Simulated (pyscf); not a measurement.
Thermochemistry of product channels of `[CH2]=[CH2]` + `[CH4]` on the singlet surface, in kJ/mol, from ωB97M-D3(BJ)/def2-TZVP energies (ideal gas, 1 atm, RRHO with modes under 100 cm⁻¹ raised to 100, one conformer, R ln 2 for chiral ones without a mode under 150 cm⁻¹). Structures and frequencies: ωB97X-D3(BJ)/def2-SVP in PySCF.

```
products                                  ΔE  ΔH(298 K)  ΔG(298 K)   ΔG(900 K)
--------------------------------  ----------  ---------  ---------  ----------
`[CH2]=[CH][CH3]` + `[H][H]`      (withheld)      +43.2      +46.1       +45.9
`[CH3][CH3]` + `[CH2]` [singlet]      +373.9     +363.8     +360.3  (withheld)
```

Fill in the missing entries.


- `[CH2]=[CH][CH3]` + `[H][H]`, ΔE: +57.4
- `[CH3][CH3]` + `[CH2]` [singlet], ΔG(900 K): +351.2

These are energies of the channels, which say nothing of barriers. CH₂ [singlet] is an excited spin state, 37.3 kJ/mol over the triplet at ωB97X-D3(BJ). A restricted singlet here is unstable towards spin polarisation, as is usual where a triplet lies low; its energy is less safe.
